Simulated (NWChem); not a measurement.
# C4H10O (2-methyl-1-propanol): levels of theory compared

Aim: a comparison of 4 runs (PBE/cc-pVDZ, SVWN5/cc-pVDZ, BLYP/cc-pVDZ, revPBE/cc-pVDZ) of C4H10O (2-methyl-1-propanol). 

The calculation is run with NWChem 7.3.0.

## 1. Starting point

The species is C4H10O (15 atoms), meant as a singlet with charge 0. SMILES: `CC(C)CO`. The C2–H9 distance was set to 2.413 Å, away from the relaxed value. At this shape a bond of the SMILES string is far longer than usual.

Bond lengths: C1–C2 1.521 Å, C2–C3 1.521 Å, C2–C4 1.522 Å, C4–O5 1.411 Å, C1–H6 1.093 Å, C1–H7 1.093 Å, C1–H8 1.096 Å, C3–H10 1.093 Å, C3–H11 1.095 Å, C3–H12 1.092 Å, C4–H13 1.093 Å, C4–H14 1.102 Å, O5–H15 0.960 Å. Some angles: C1–C2–C3 111.1°, C1–C2–C4 111.5°, C3–C2–C4 109.7°, C2–C4–O5 114.1°, C2–C1–H6 112.0°, C2–C1–H7 111.1°, C2–C1–H8 110.8°, C2–C3–H10 111.5°, C2–C3–H11 110.9°, C2–C3–H12 111.2°.

## 2. A single-point energy at PBE/cc-pVDZ (run 1)

Input file c4h10o.nw:

```
start c4h10o
memory 2200 mb
charge 0

geometry units angstrom noautosym nocenter noautoz
  C     -1.661455    -0.981358     0.505148
  C     -0.422355    -0.764858    -0.350152
  C      0.361745    -2.057258    -0.517252
  C     -0.779355    -0.200958    -1.718452
  O     -1.414655     1.058042    -1.674352
  H     -2.199155    -0.047358     0.689848
  H     -1.398255    -1.395258     1.481448
  H     -2.349455    -1.684658     0.023148
  H      0.983900     0.863600     0.742600
  H      1.264445    -1.903758    -1.114352
  H     -0.243655    -2.819858    -1.017752
  H      0.665945    -2.461858     0.450748
  H      0.132745    -0.051858    -2.302352
  H     -1.396255    -0.934158    -2.262152
  H     -2.282955     0.945842    -1.280852
end

basis spherical bse
  * library cc-pVDZ
end

dft
  xc xpbe96 cpbe96
  grid fine
  convergence energy 1e-08
  iterations 100
  mulliken
  print low
end

task dft
```

On the command line:

```sh
$ nwchem c4h10o.nw > c4h10o.out
```

The log of the run:

```text
[...]
 d= 0,ls=0.0,diis     1   -233.1147167963 -4.23D+02  1.62D-02  8.08D-01     5.3
[...]
 d= 0,ls=0.0,diis    13   -233.2074048015 -3.20D-09  5.43D-07  3.54D-09    62.4
         Total DFT energy =     -233.207404801464
      One electron energy =     -691.088088270500
           Coulomb energy =      301.498965208942
    Exchange-Corr. energy =      -33.566848208292
 Nuclear repulsion energy =      189.948566468386
[...]
      Total Density - Mulliken Population Analysis
     ---------------------------------------------
    Atom       Charge   Shell Charges
 -----------   ------   -------------------------------------------------------
    1 C    6     6.01   2.02  0.66  0.36  2.13  0.80  0.04
    2 C    6     6.21   2.02  0.68  0.66  1.92  0.84  0.08
    3 C    6     5.99   2.02  0.66  0.35  2.13  0.79  0.04
    4 C    6     5.83   2.02  0.68  0.32  2.07  0.63  0.11
    5 O    8     8.22   2.01  0.84  0.86  2.86  1.64  0.01
    6 H    1     0.97   0.74  0.19  0.03
    7 H    1     0.96   0.74  0.19  0.03
    8 H    1     0.97   0.74  0.20  0.03
    9 H    1     1.15   0.51  0.64  0.00
   10 H    1     0.96   0.74  0.19  0.03
[...]
```

Run time: 63 s. Hardware: 1 thread of Intel Xeon 6975P-C (Granite Rapids), shared host; peak memory 0.12 GiB.

## 3. A single-point energy at SVWN5/cc-pVDZ (run 2)

Input file test.nw:

```
start test
title "C4H10O energy"
memory total 2200 mb

geometry units atomic noautosym nocenter noautoz
  C   -3.13969492  -1.85449785   0.95459137
  C   -0.79813528  -1.44537214  -0.66169138
  C    0.68359898  -3.88765419  -0.97746462
  C   -1.47276750  -0.37975558  -3.24740364
  O   -2.67331051   1.99940961  -3.16406672
  H   -4.15580066  -0.08949365   1.30362379
  H   -2.64231900  -2.63665549   2.79953099
  H   -4.43982649  -3.18354223   0.04374338
  H    1.85930153   1.63196748   1.40331062
  H    2.38945475  -3.59758123  -2.10582009
  H   -0.46044122  -5.32875933  -1.92327254
  H    1.25845366  -4.65223738   0.85179027
  H    0.25085169  -0.09799742  -4.35081472
  H   -2.63853955  -1.76530278  -4.27484773
  H   -4.31415970   1.78738234  -2.42045949
end

basis "ao basis" spherical bse
  * library cc-pVDZ
end

dft
  xc slater vwn_5
  grid fine
  convergence energy 1e-08
  iterations 100
  mulliken
  print low
end

task dft energy
```

On the command line:

```sh
$ nwchem test.nw > test.out
```

The log of the run:

```text
[...]
 d= 0,ls=0.0,diis     1   -231.3631061581 -4.21D+02  1.69D-02  1.06D+00     3.5
[...]
 d= 0,ls=0.0,diis    12   -231.4594193234 -9.52D-09  5.66D-07  3.57D-09    34.7
         Total DFT energy =     -231.459419323392
      One electron energy =     -691.104002771305
           Coulomb energy =      301.452213990079
    Exchange-Corr. energy =      -31.756183299479
 Nuclear repulsion energy =      189.948552757313
[...]
      Total Density - Mulliken Population Analysis
     ---------------------------------------------
    Atom       Charge   Shell Charges
 -----------   ------   -------------------------------------------------------
    1 C    6     6.12   2.02  0.65  0.37  2.16  0.87  0.04
    2 C    6     6.18   2.02  0.67  0.62  1.94  0.86  0.08
    3 C    6     6.11   2.02  0.65  0.37  2.16  0.86  0.04
    4 C    6     5.93   2.02  0.67  0.34  2.10  0.70  0.11
    5 O    8     8.22   2.01  0.82  0.86  2.86  1.65  0.01
    6 H    1     0.94   0.71  0.20  0.03
    7 H    1     0.92   0.71  0.19  0.03
    8 H    1     0.93   0.70  0.20  0.03
    9 H    1     1.13   0.48  0.65  0.00
   10 H    1     0.93   0.71  0.19  0.03
[...]
```

Run time: 35 s. Hardware: 1 thread of Intel Xeon 6975P-C (Granite Rapids), shared host; peak memory 0.12 GiB.

Run 3 isn't shown in full; the table further down has it.

## 4. The energy at revPBE/cc-pVDZ (run 4)

Input file c4h10o.nw:

```
start c4h10o
title "C4H10O revPBE"
memory 2200 mb
geometry units atomic noautosym nocenter noautoz
  C     -3.13969492    -1.85449785     0.95459137
  C     -0.79813528    -1.44537214    -0.66169138
  C      0.68359898    -3.88765419    -0.97746462
  C     -1.47276750    -0.37975558    -3.24740364
  O     -2.67331051     1.99940961    -3.16406672
  H     -4.15580066    -0.08949365     1.30362379
  H     -2.64231900    -2.63665549     2.79953099
  H     -4.43982649    -3.18354223     0.04374338
  H      1.85930153     1.63196748     1.40331062
  H      2.38945475    -3.59758123    -2.10582009
  H     -0.46044122    -5.32875933    -1.92327254
  H      1.25845366    -4.65223738     0.85179027
  H      0.25085169    -0.09799742    -4.35081472
  H     -2.63853955    -1.76530278    -4.27484773
  H     -4.31415970     1.78738234    -2.42045949
end
basis spherical bse
  * library cc-pVDZ
end
dft
  xc revpbe cpbe96
  grid fine
  convergence energy 1e-08
  maxiter 100
  mulliken
end
task dft energy
```

On the command line:

```sh
$ nwchem c4h10o.nw > c4h10o.out
```

The log of the run:

```text
[...]
          Wavefunction type:  closed shell.
          No. of atoms     :    15
          No. of electrons :    42
[...]
          Charge           :     0
          Spin multiplicity:     1
[...]
          AO basis - number of functions:   120
[...]
              XC Information
              --------------
                        RevPBE Exchange Functional  1.000
            Perdew 1991 LDA Correlation Functional  1.000 local
           PerdewBurkeErnz. Correlation Functional  1.000 non-local
[...]
 d= 0,ls=0.0,diis     1   -233.3512036218 -4.23D+02  1.59D-02  7.77D-01     7.1
[...]
 d= 0,ls=0.0,diis    13   -233.4444959150 -3.71D-09  6.04D-07  4.47D-09    62.7
         Total DFT energy =     -233.444495915029
      One electron energy =     -691.047906265119
           Coulomb energy =      301.474163472362
    Exchange-Corr. energy =      -33.819305879585
 Nuclear repulsion energy =      189.948552757313
[...]
      Total Density - Mulliken Population Analysis
     ---------------------------------------------
    Atom       Charge   Shell Charges
 -----------   ------   -------------------------------------------------------
    1 C    6     5.98   2.02  0.67  0.36  2.12  0.78  0.04
    2 C    6     6.22   2.02  0.69  0.68  1.92  0.84  0.08
    3 C    6     5.96   2.02  0.67  0.35  2.12  0.77  0.04
    4 C    6     5.80   2.01  0.69  0.32  2.06  0.61  0.11
    5 O    8     8.23   2.01  0.84  0.87  2.85  1.64  0.01
    6 H    1     0.97   0.75  0.19  0.03
    7 H    1     0.96   0.75  0.18  0.03
    8 H    1     0.97   0.75  0.19  0.03
    9 H    1     1.15   0.52  0.63  0.00
   10 H    1     0.97   0.75  0.18  0.03
[...]
```

It took 63 s on 1 thread of Intel Xeon 6975P-C (Granite Rapids), shared host; peak memory 0.12 GiB.

## 5. All runs side by side

```tsv
run	level	energy (Eh)	wall time
1	PBE/cc-pVDZ	-233.207405	63 s
2	SVWN5/cc-pVDZ	-231.459419	35 s
3	BLYP/cc-pVDZ	-233.393504	62 s
4	revPBE/cc-pVDZ	-233.444496	63 s
```

## 6. What came out

| quantity | value |
| --- | --- |
| run 4: total energy | -233.44450 Eh |
| run 4: dipole moment | 3.39 D |
| run 4: HOMO energy | -5.43 eV |
| run 4: LUMO energy | -3.21 eV |
| run 4: HOMO–LUMO gap | 2.21 eV |

Totals of different functionals can't be ranked against each other. In runs 1, 2, 3, 4 a closed-shell determinant meets a far-stretched bond, which it describes badly. All runs together took 3.7 min, the longest 63 s.
